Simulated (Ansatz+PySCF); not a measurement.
Results of a calculation; reference values are marked as such.
## Several solutions for singlet LiF in separate pieces

```xyz
2

Li    0.0000    0.0000    0.0000
F    30.0000    0.0000    0.0000
```

Basis set: STO-3G (spherical functions). Charge 0, multiplicity 1.

RHF was run from several starts with Ansatz (development build ahead of 0.2.0) and PySCF 2.14.0.

```json
{"run": "A", "program": "PySCF", "start": "guess 1e, instabilities followed", "converged": "yes", "energy (hartree)": "-104.99691", "<S²>": "0.00"}
{"run": "B", "program": "Ansatz", "start": "atomic start, no search", "converged": "yes", "energy (hartree)": "-104.76640", "<S²>": "0.00"}
{"run": "C", "program": "PySCF", "start": "guess huckel, instabilities followed", "converged": "yes", "energy (hartree)": "-104.99691", "<S²>": "0.00"}
{"run": "D", "program": "PySCF", "start": "guess atom, instabilities followed", "converged": "yes", "energy (hartree)": "-104.99691", "<S²>": "0.00"}
{"run": "E", "program": "PySCF", "start": "guess minao, instabilities followed", "converged": "yes", "energy (hartree)": "-104.99691", "<S²>": "0.00"}
{"run": "F", "program": "Ansatz", "start": "stability test followed", "converged": "yes", "energy (hartree)": "-104.99691", "<S²>": "0.00"}
{"run": "G", "program": "Ansatz", "start": "search for the lowest state", "converged": "yes", "energy (hartree)": "-104.99691", "<S²>": "0.00"}
{"run": "H", "program": "PySCF", "start": "program defaults", "converged": "no", "energy (hartree)": "–", "<S²>": "–"}
```

Problem. Which runs reached the lowest solution of this kind, and what is wrong with the others?

Solution. A, C, D, E, F, G reached the lowest solution found. Converged but too high: B by 6.27 eV. Convergence only shows a stationary point, and even a stable one can lie too high; stability tests and further starts are what find lower ones. Not converged: H. Caution: an unrestricted determinant lies well below (8.30 eV lower).
